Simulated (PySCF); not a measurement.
Reading a saddle point

A first-order saddle point of CH₇BO, singlet, PBE0-D4/def2-TZVP, with one imaginary mode of 1345i cm⁻¹:

B1  (0.141, 0.302, -0.751)
O2  (-1.425, 0.102, -0.738)
H3  (0.691, -0.524, -1.427)
H4  (0.414, 1.455, -0.914)
H5  (-0.737, -0.126, 0.273)
C6  (0.473, -0.087, 0.945)
H7  (-1.647, -0.721, -1.184)
H8  (0.410, -1.118, 1.304)
H9  (0.147, 0.604, 1.725)
H10  (1.532, 0.113, 0.767)
(Å)

Computed with PySCF 2.14 with density fitting (its default auxiliary sets; JK sets also for MP2 and CCSD(T)) (basis: def2-TZVPP and def2-QZVPP); correlated methods freeze the cores. Extrapolation: Hartree–Fock as exp(−7.88 √X), correlation as X^−2.97.

**Question.** Which contacts change along the imaginary mode, and what lies on either side? (A judgement: the text doesn't fix the answer.)

**Answer.** The calculation gives: The step is BH₃O ([BH2][OH]) + CH₄ → CH₅B ([BH2][CH3]) + H₂O (still joined by a long B–O bond), with the molecules in contact on both sides. Shortening one way: B1–C6, O2–H5; lengthening the same way: B1–O2, H5–C6.
```csv
pair,one side (Å),saddle (Å),other side (Å)
B1–C6,3.50,1.77,1.59
O2–H5,3.06,1.24,0.96
B1–O2,1.35,1.58,1.72
H5–C6,1.09,1.38,2.77
```

**Question.** Which side is lower, and how far does the saddle lie above each? (An estimate is asked for; the value comes from the calculation.)

**Answer.** The calculation gives: The side with B1–O2, H5–C6 short is lower by 101.4 kJ/mol; the saddle lies 219.4 kJ/mol above it and 118.1 kJ/mol above the other (CCSD(T) at an estimated basis limit (MP2 extrapolated from triple and quadruple zeta, plus CCSD(T) − MP2 in triple zeta); electronic energies).

No T1 diagnostic of these runs exceeds 0.013. The start structure is not quite a true minimum (one mode of 45i cm⁻¹).

Labels in which every atom is bracketed show which atoms are joined, not bond orders.

For scale, one of the runs: CCSD(T)/def2-TZVPP, 191 basis functions, launched by `OMP_NUM_THREADS=4 python run.py`. The run took 5.6 min on 4 CPU threads of an Intel Xeon (shared host), with 2 GiB of host memory at its peak.
